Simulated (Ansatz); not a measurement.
The same path of CH2F2 + Cl (6 atoms, charge 0, multiplicity 2) was run twice with different band settings. Lost on the way: H1–C2. Made: H1–Cl5.

Computed with UKS BHLYP-D4/def2-SVP in Ansatz 0.2.0.

Relaxed end points:

```xyz
6
Properties=species:S:1:pos:R:3
H 0.110 0.437 0.138
C -0.291 -0.546 -0.117
F 0.657 -1.470 0.081
F -0.641 -0.555 -1.408
Cl 1.331 2.935 0.817
H -1.166 -0.802 0.489
```

```xyz
6
Properties=species:S:1:pos:R:3
H 1.300 1.949 0.110
C -0.276 -0.923 -0.369
F 0.159 -2.051 0.135
F -1.166 -1.125 -1.308
Cl 0.533 2.318 1.064
H -0.550 -0.168 0.368
```

Common settings: movable images 9; climbing image yes; spring 5.0 eV/Å²; start path through a guess of the saddle point; force threshold 0.05 eV/Å; iteration limit 60; end points relaxed.

| run | optimiser |
| --- | --- |
| 1 | quadratic models (default) |
| 2 | fire |

Problem. What does each run give, and how far can it be trusted?

Solution. Run 1: converged after 10 iterations, highest image 0.406 eV above the first end. A vibrational analysis at the climbing image gives one clearly imaginary mode, 1096i cm⁻¹: a first-order saddle point.
Run 2: converged after 45 iterations, highest image 0.406 eV above the first end. Another band between the same ends (9 images) ends at a top of the same energy, where a vibrational analysis finds 1 clearly imaginary mode.
